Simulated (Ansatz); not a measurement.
Two shapes of doublet CFO.

Shape 1:

```xyz
3

F     0.0000    0.2143   -1.1359
C     0.0000   -0.3635    0.0434
O     0.0000    0.1492    1.0926
```

Shape 2:

```xyz
3

F     0.0317    0.2248   -1.1731
C     0.0343   -0.3340    0.0646
O     0.0362    0.1784    1.0742
```

Basis set: def2-SVP (spherical functions). Frozen core: 3 orbitals. Correlation on ROHF uses semicanonical orbitals with singles. Charge 0, multiplicity 2.

Computed with Ansatz (development build ahead of 0.2.0); each method stands on the lowest determinant of its kind that the runs found.

Question: Which shape is lower in energy, and by how much in each method?

Answer:

```json
{"method": "ROHF", "E(2) − E(1) (eV)": "0.047"}
{"method": "UHF", "E(2) − E(1) (eV)": "0.044"}
{"method": "ROHF-MP2", "E(2) − E(1) (eV)": "0.098"}
{"method": "UHF-MP2", "E(2) − E(1) (eV)": "0.095"}
{"method": "UHF-CCSD(T)", "E(2) − E(1) (eV)": "0.099"}
```

Shape 1 is lower.
